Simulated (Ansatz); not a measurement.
C$_{3}$H$_{6}$O$_{2}$ (`COCC=O`), relaxed with RKS PBE-D4/def2-SVP in the Gaussian-basis code of Ansatz from a rough embedded geometry. The force threshold is 0.03 eV/Å; the program also tests the step.

Total charge 0; spin multiplicity 1.

Start:

```xyz
11

C     0.962   -1.251   -0.029
O     0.267   -0.468   -0.973
C    -0.145    0.790   -0.526
C    -1.259    0.872    0.500
O    -1.911   -0.093    0.989
H     1.208   -2.246   -0.464
H     1.828   -0.747    0.326
H     0.310   -1.465    0.855
H     0.738    1.305   -0.030
H    -0.419    1.424   -1.400
H    -1.578    1.879    0.753
```

Task: By how much does the energy fall, and how many steps does the optimiser take? (Best estimate.)

Result: Ansatz gave: 25.10 kJ/mol, in 6 steps, 1 of them rejected.

Task: Which bonds change most? (Best estimate.)

Result: The calculation gave: C1–H7 from 1.063 to 1.118 Å; C4–H11 from 1.086 to 1.139 Å; C4–O5 from 1.263 to 1.212 Å; C3–H9 from 1.136 to 1.127 Å.

Task: Give the relaxed structure. (An estimate is asked.)

Result: Computed: 
```xyz
11

C     0.914   -1.263   -0.002
O     0.250   -0.468   -0.970
C    -0.121    0.795   -0.517
C    -1.262    0.845    0.486
O    -1.807   -0.117    0.982
H     1.213   -2.203   -0.506
H     1.836   -0.758    0.378
H     0.258   -1.512    0.860
H     0.731    1.373   -0.059
H    -0.440    1.399   -1.399
H    -1.572    1.909    0.747
```
